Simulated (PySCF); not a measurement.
## Partial charges of `C=CC(N)=O`

Compound: C₃H₅NO.
Structure used (GFN2-xTB), in Å, numbered top down from 1:
```xyz
10
C3H5NO angstrom
C     -1.7394   -0.3082    0.3992
C     -0.5451   -0.4339   -0.1584
C      0.5635    0.4897    0.1949
N      1.7259    0.2401   -0.4623
O      0.4613    1.3938    0.9964
H     -1.9123    0.4745    1.1201
H     -2.5638   -0.9602    0.1654
H     -0.3292   -1.2041   -0.8861
H      1.8251   -0.5108   -1.1207
H      2.5229    0.8235   -0.2711
```

Density: PBE0/pcSseg-1 (PySCF); schemes: Mulliken, IAO, Hirshfeld and ESP-fitted. Isolated species at its GFN2-xTB geometry (one conformer only).

Q: Which atoms carry the highest charge in the Mulliken, IAO, Hirshfeld and ESP-fitted schemes?

A: All schemes agree: Mulliken C3 (+0.462); IAO C3 (+0.435); Hirshfeld C3 (+0.163); ESP-fitted C3 (+0.831).

Q: Do the Mulliken, IAO, Hirshfeld and ESP-fitted schemes agree on where the charge is lowest?

A: The schemes don't all agree: Mulliken O5 (-0.427); IAO N4 (-0.507); Hirshfeld O5 (-0.298); ESP-fitted N4 (-0.983).

Q: Give the atomic charges in each scheme.

A: In e:

```
atom            environment  Mulliken     IAO  Hirshfeld  ESP-fitted
  C1   terminal =CH2 carbon    -0.076  -0.254     -0.063      -0.281
  C2       alkene CH carbon    -0.308  -0.208     -0.064      -0.340
  C3  amide carbonyl carbon    +0.462  +0.435     +0.163      +0.831
  N4         amide nitrogen    -0.408  -0.507     -0.173      -0.983
  O5           amide oxygen    -0.427  -0.506     -0.298      -0.574
  H6       vinylic hydrogen    +0.140  +0.175     +0.054      +0.174
  H7       vinylic hydrogen    +0.125  +0.160     +0.058      +0.175
  H8       vinylic hydrogen    +0.103  +0.141     +0.044      +0.166
  H9     amide N–H hydrogen    +0.193  +0.276     +0.138      +0.409
 H10     amide N–H hydrogen    +0.197  +0.287     +0.141      +0.424
```

Mean size of the charges over all atoms: ESP-fitted 0.436 e, IAO 0.295 e, Mulliken 0.244 e, Hirshfeld 0.120 e. Each set sums to the total charge, 0, to within 0.001 e. The IAO scheme projects the occupied orbitals on a minimal set of polarised atomic orbitals and counts the electrons in each atom's part of it.

Q: How many electrons does the Hirshfeld scheme count on O5?

A: Z − q = 8 − (-0.298) = 8.298.

Q: Sum the charges by element, for elements with more than one atom.

A: 
| element | atoms | Mulliken | IAO | Hirshfeld | ESP-fitted |
| --- | --- | --- | --- | --- | --- |
| C | 3 | +0.078 | -0.027 | +0.037 | +0.209 |
| H | 5 | +0.757 | +1.039 | +0.434 | +1.347 |
